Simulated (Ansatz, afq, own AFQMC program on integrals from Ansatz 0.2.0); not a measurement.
Two steps: Ansatz 0.2.0 writes the Fock matrix and Cholesky factors of the valence space, and afq projects on them the lowest state that overlaps trial and start.

```yaml
crystal:
  periodic: [false, false, false]
  atoms:
    - {symbol: Al, position_ang: [0.000000, 0.000000, 0.352569]}
    - {symbol: Al, position_ang: [0.000000, 0.000000, -2.324369]}
    - {symbol: H, position_ang: [0.000000, 0.000000, 1.971799]}
basis:
  gaussian: {orbitals: 6-31G}
magnetization: {spin_polarized: false, initial_magnetization: 3}
correlation: {method: ccsd_t, electrons: outside_noble_gas, hamiltonian_folder: ham}
```

```sh
$ ansatz run in.yaml --threads 1 --pin off --events-out ev --progress --plain --max-ram 1382MiB
```

afq runs on the folder ham with

```
--method phaseless --trial cisd --walkers 10 --populations 1 --least-time 40 --time-step 0.01 --steps-per-block 25 --equilibration-blocks 40 --max-blocks 160 --target-error 0.00064 --factor-cut 1e-05 --start spin_pure --seed 3401 --release-times 0.3,0.6,0.9,1.2 --release-step 0.02 --release-every 4 --taylor-order 6
```

Times are imaginary, in 1/Eh. The walk had a cap of 208 s.

afq prints:

```
orbitals 18  electrons 5 2  factors 102 of 308
reference energy -484.27224474 Eh
CCSD correlation -0.07874051 Eh in 13 cycles, weight of the determinant in the CISD state 0.8313
energy of the start -484.350985 Eh
 block  time / (1/Eh)  mean weight  energy / Eh
     1     0.250  1.0012  -484.350578
     2     0.500  1.0006  -484.350549
     3     0.750  0.9998  -484.350433
     4     1.000  0.9999  -484.350535
     5     1.250  0.9990  -484.350246
     9     2.250  0.9960  -484.351097
    21     5.250  0.9997  -484.355655
    41    10.250  0.9979  -484.357780
    61    15.250  1.0015  -484.351369
    76    19.000  0.9984  -484.348414
    81    20.250  0.9988  -484.350562
   101    25.250  1.0022  -484.353501
   121    30.250  0.9968  -484.352644
   141    35.250  0.9990  -484.351050
   161    40.250  1.0018  -484.427866
   181    45.250  1.0035  -484.368187
   196    49.000  1.0014  -484.354997
blocks merged  error / Eh  count
     1  0.000686  160
     2  0.000920  80
     4  0.001091  40
     8  0.001198  20
    16  0.001364  10
released: time / (1/Eh)  energy / Eh  error  mean overlap
  0.30  -484.354814  0.000984  0.9938
  0.60  -484.354181  0.000853  1.0245
  0.90  -484.354633  0.000893  1.0213
  1.20  -484.354529  0.000927  1.0332
energy -484.355418 +/- 0.001198 Eh
(rows thinned)
```

The run passed its tests (sampling time, drift between the halves within three errors, error under three times the target), which doesn't prove that it has relaxed.

Against this walk (error 32.6 meV) on the same determinant: CCSD(T) 47.9 meV higher (within the noise), CCSDT(Q) 7.5 meV higher (within the noise), CCSDTQ 2.9 meV higher (within the noise), full CI (a separate run on its own orbitals, whose frozen core shifts it by up to a few meV) 1.9 meV higher (within the noise), a separate phaseless walk with a CISD trial and standard settings 42.0 ± 33.0 meV higher (within the noise). The error is statistical and leaves out the bias of the constraint. Released to 1.20 1/Eh the energy moves by 24 ± 41 meV (both errors), within twice the noise. The determinant is a poor start (see the cautions), so the low cluster orders aren't to be relied on, and full CI is the sure value.

Cautions: constraint bias not in the error; error above the target (32.6 against 17.4 meV); another spin lies lower (by 627 meV); strong correlation (T1 0.071, weight of the determinant 0.83, largest double 0.12); full CI with its own frozen core; so few walkers bias the energy; the time-step error isn't removed.

The walk took 6.6 s on 1 thread of Arm Neoverse V1, with other jobs on the host. The log's last line is the phaseless energy.

CCSDT and higher add their correlation energy to the determinant of the CCSD(T) run, since their own runs factorise the integrals more tightly (a shift of under 2 meV). A walk keeps the symmetry of its determinant, which the program's search chose and which needn't be the lowest solution, so a lower state of the same spin and another symmetry isn't excluded.
